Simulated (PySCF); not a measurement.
# Stationary points of HB(OH)

Method: PySCF, PBE0, basis B def2-TZVP, H def2-TZVP, O def2-TZVP (no relativity, density fitting).

Relaxations began from a few typed shapes; open shells are unrestricted. The search is not exhaustive: other isomers or separated fragments can lie lower, and high-lying points may rest on an excited occupation.

```csv
spin,group,bonds,angles,imaginary modes (cm⁻¹),ΔE (kJ/mol),ΔE with ZPE (kJ/mol)
doublet,Cs,"B–H 1.201 Å, B–O 1.333 Å, O–H 0.961 Å","B–O–H 114.7°, H–B–O 121.0°",none,0.0,0.0
doublet,Cs,"B–H 1.205 Å, B–O 1.330 Å, O–H 0.966 Å","B–O–H 116.2°, H–B–O 125.2°",none,7.0,5.9
```

The lowest minimum found is the doublet Cs: B–H 1.201 Å, B–O 1.333 Å, O–H 0.961 Å; B–O–H 114.7°, H–B–O 121.0°.
